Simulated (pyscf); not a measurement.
H₃Si–GeH₃ + Cl atom (Cl•) → H₃Si–Cl + germylene (GeH₂) [singlet] + H atom (H•), gas phase, doublet surface. PySCF, gas phase, ωB97X-D3(BJ)/def2-SVP geometries. MP2 and CC: frozen core, UHF for open shells. ΔMP2 is the change of the MP2 total energy from the triple- to the quadruple-zeta basis. ΔG in kcal/mol from CCSD(T)/def2-TZVPP + ΔMP2(QZVPP) energies (ideal gas, 1 atm, RRHO with modes under 100 cm⁻¹ raised to 100, one conformer, R ln 2 for chiral ones without a mode under 150 cm⁻¹).

```tsv
T (K)	ΔG
298	+16.2
600	?
900	-3.1
1200	-12.5
```

Problem. Fit a line to the three values, predict ΔG at 600 K, and estimate where the reaction turns favourable at 1 atm of each gas.

Solution. Least squares gives ΔG = +25.7 − 31.9 × T/1000 K, so ΔS is about +133 J/(mol K) and ΔH about +25.7 kcal/mol over this range (ΔH at 298 K: +25.8). At 600 K the line gives +6.6; the computed value is +6.4. ΔG = 0 falls near 810 K; 1 kcal/mol in the energy moves that by 31 K. This is thermodynamics alone and says nothing of the barrier. The CCSD(T) − MP2 part came from Ansatz, without density fitting, on the same reference. The frozen core leaves the outer d or s,p core shells of the metals and heavy elements correlated in the MP2 and CC values, and def2-TZVPP describes them poorly, which can shift differences by a few kcal/mol. Left out: orbital degeneracy and the spin-orbit lowering of Cl. Elements up to Kr have no core potential and no relativistic terms here.
